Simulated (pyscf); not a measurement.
Single points on ωB97X-D3(BJ)/def2-SVP structures (PySCF, gas phase).

### Question
PBE/def2-TZVP puts the barrier of [H₂As–InH]• (SMILES [AsH2][InH]) + H₂ (SMILES [H][H]) → •HAs–InH₂ (SMILES [AsH][InH2]) + H₂ (SMILES [H][H]) (concerted two-bond exchange; doublet surface; As–H, H–H broken, H–H, H–In formed) at 1.52 eV and the reaction energy at +0.42 eV, from the separated reactants. What do PBE0-D3(BJ)/def2-TZVP, M06-2X/def2-TZVP, ωB97M-D3(BJ)/def2-TZVP give on the same structures?

### Answer
PBE0-D3(BJ): ΔE‡ = 1.66 eV, ΔE = +0.35 eV; M06-2X: ΔE‡ = 1.99 eV, ΔE = +0.30 eV; ωB97M-D3(BJ): ΔE‡ = 1.93 eV, ΔE = +0.25 eV. PBE's barrier lies under all of them, by 0.14 to 0.47 eV. Its reaction energy lies over all of them, by 0.07 to 0.16 eV. Low barriers are usual for a GGA, whose delocalisation error favours stretched bonds. This is the saddle that the search found; another between the same sides may lie lower. Elements up to Kr have no core potential and no relativistic terms here. Elements past Kr carry the def2 core potentials, without spin-orbit coupling.
